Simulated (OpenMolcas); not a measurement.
# BPH6 (SMILES [BH3-][PH3+]): HF/ANO-RCC-VDZ (DKH2)

What is the vertical singlet–triplet gap of BPH6 at HF/ANO-RCC-VDZ (DKH2)? 

Program for the calculation: OpenMolcas 26.06.

### 1 The molecule

The species is BPH6 (8 atoms), meant as a singlet with charge 0. As SMILES, `[BH3-][PH3+]`. The coordinates come from a PBE0-D4/def2-TZVP relaxation.

Bond lengths: B1–P2 1.910 Å, B1–H3 1.209 Å, B1–H4 1.209 Å, B1–H5 1.209 Å, P2–H6 1.408 Å, P2–H7 1.409 Å, P2–H8 1.408 Å. Some angles: B1–P2–H6 118.0°, B1–P2–H7 118.1°, B1–P2–H8 118.0°, P2–B1–H3 103.8°, P2–B1–H4 103.8°, P2–B1–H5 103.8°, H6–P2–H7 99.7°, H6–P2–H8 99.7°, H7–P2–H8 99.7°, H3–B1–H4 114.5°.

### 2 Energy and forces at HF/ANO-RCC-VDZ (DKH2)

Input file job.input:

```
* BH6P Hartree-Fock
&gateway
coord
8
angstrom
B       -0.556100       0.227200      -0.914000
P        0.433900      -0.181600       0.667700
H       -1.693400       0.343100      -0.520100
H       -0.367800      -0.730200      -1.628000
H       -0.055500       1.254200      -1.309900
H        0.418800       0.755700       1.718800
H        1.823100      -0.380300       0.547100
H        0.089200      -1.345200       1.382600
basis
ANO-RCC-VDZ
group
NoSym
&seward
&scf
prorbitals
0
&alaska
```

The run is started by

```sh
$ export MOLCAS_MEM=1860
$ pymolcas job.input > job.log
```

What it wrote:

```text
--- Start Module: gateway ---
[...]
--- Stop Module: gateway /rc=_RC_ALL_IS_WELL_ ---
[...]
      Basis functions           34
[...]
--- Start Module: scf ---
[...]
       Convergence after   9 Iterations
[...]
::    Total SCF energy                               -369.6353728417
[...]
      Total spin, S                                     0.0000000000
[...]
      Total electronic charge=   26.000000
      Total            charge=   -0.000000
[...]
      Dipole Moment (debye):
      Origin of the operator (angstrom)=    0.1568   -0.0672    0.2251
                   X=  2.4473E+00               Y= -1.0107E+00               Z=  3.9098E+00           Total=  4.7220E+00
      Quadrupole Moment (debye*angstrom):
[...]
--- Stop Module: scf /rc=_RC_ALL_IS_WELL_ ---
--- Start Module: alaska ---
[...]
 *              Molecular gradients               *
 **************************************************
  Irreducible representation: a
 ------------------------------------------------------------------------------------------
                              X                       Y                       Z
 ------------------------------------------------------------------------------------------
  B1                1.54502820746814E-02   -6.41753870939576E-03    2.46732228387430E-02
  P2               -2.26439412177503E-02    9.39372230833635E-03   -3.61373887897427E-02
  H3               -2.36461430453527E-04   -5.58317555613808E-04    3.73573214764966E-03
  H4                2.21609483776250E-03   -2.53437007633051E-03    1.66949518881587E-03
  H5                2.81377048902653E-03    1.13840707716317E-03    2.26413315707719E-03
  H6                1.45530643317332E-03   -2.34375122013875E-03    3.15340406997766E-04
  H7               -1.12086219232310E-03   -2.28516883494789E-04    2.51284255835285E-03
  H8                2.06581100588199E-03    1.55036505948258E-03    9.66622492107216E-04
[...]
--- Stop Module: alaska /rc=_RC_ALL_IS_WELL_ ---
[...]
```

Wall time 4.2 s (1 thread of Arm Neoverse V2, shared host); peak memory 0.38 GiB.

### 3 The triplet

Input file job.input:

```
* BH6P Hartree-Fock
>>> EXPORT MOLCAS_PRINT=2

&GATEWAY
 COORD
 8
 angstrom
 B       -0.556100       0.227200      -0.914000
 P        0.433900      -0.181600       0.667700
 H       -1.693400       0.343100      -0.520100
 H       -0.367800      -0.730200      -1.628000
 H       -0.055500       1.254200      -1.309900
 H        0.418800       0.755700       1.718800
 H        1.823100      -0.380300       0.547100
 H        0.089200      -1.345200       1.382600
 BASIS
 ANO-RCC-VDZ
 GROUP
 NoSym

&SEWARD

&SCF
 UHF
 SPIN
 3
 PRORBITALS
 0

&ALASKA
```

The run is started by

```sh
$ export MOLCAS_MEM=1860
$ pymolcas job.input > job.log
```

What it wrote:

```text
--- Start Module: gateway ---
[...]
--- Stop Module: gateway /rc=_RC_ALL_IS_WELL_ ---
[...]
      Basis functions           34
[...]
--- Start Module: scf ---
[...]
       Convergence after  33 Iterations
[...]
::    Total SCF energy                               -369.3541339978
[...]
      Total spin, S                                     1.0043113097
[...]
      Total electronic charge=   26.000000
      Total            charge=   -0.000000
[...]
      Dipole Moment (debye):
      Origin of the operator (angstrom)=    0.1568   -0.0672    0.2251
                   X= -1.0065E+00               Y=  2.3327E+00               Z= -3.4665E+00           Total=  4.2979E+00
      Quadrupole Moment (debye*angstrom):
[...]
--- Stop Module: scf /rc=_RC_ALL_IS_WELL_ ---
[...]
--- Start Module: alaska ---
[...]
 *              Molecular gradients               *
 **************************************************
  Irreducible representation: a
 ------------------------------------------------------------------------------------------
                              X                       Y                       Z
 ------------------------------------------------------------------------------------------
  B1                6.32005001772651E-02    1.12655041304501E-01   -3.35886259086875E-02
  P2               -4.99691737986147E-02   -3.02931604624310E-02   -3.04047490873947E-02
  H3               -4.80134466997528E-03   -2.15663165962343E-02    1.90160226274630E-02
  H4               -2.08312630012647E-03   -2.37687927222119E-02    1.67344275044430E-02
  H5               -2.50549557810397E-02   -5.59527279347922E-02    2.42427508957901E-02
  H6                4.80049865181678E-03   -1.29318570337487E-02   -1.89101553915449E-03
  H7               -9.47590489582995E-03   -1.35323447007452E-03    1.00733209985470E-02
  H8                2.33835066165073E-02    3.32110479149750E-02   -4.18213149100355E-03
[...]
--- Stop Module: alaska /rc=_RC_ALL_IS_WELL_ ---
[...]
```

It took 4.5 s on 1 thread of Arm Neoverse V2, shared host; peak memory 0.38 GiB.

### 4 What came out

At HF/ANO-RCC-VDZ (DKH2):

```
                                        quantity          value
                           singlet: total energy  -369.63537 Eh
                          singlet: dipole moment         4.72 D
                            singlet: HOMO energy      -11.83 eV
                            singlet: LUMO energy        1.66 eV
                          singlet: HOMO–LUMO gap       13.49 eV
               singlet: largest force on an atom     2.246 eV/Å
                           triplet: total energy  -369.35413 Eh
                          triplet: dipole moment         4.30 D
     triplet: HOMO energy (highest over α and β)       -2.95 eV
                                   triplet: ⟨S²⟩          2.013
               triplet: largest force on an atom     6.863 eV/Å
vertical energy of the triplet above the singlet       7.653 eV
```

What this shows: At this shape the triplet lies 7.65 eV (176 kcal/mol) above the singlet. The largest force (singlet) is 2.25 eV/Å: the shape isn't a stationary point for this species at this level.
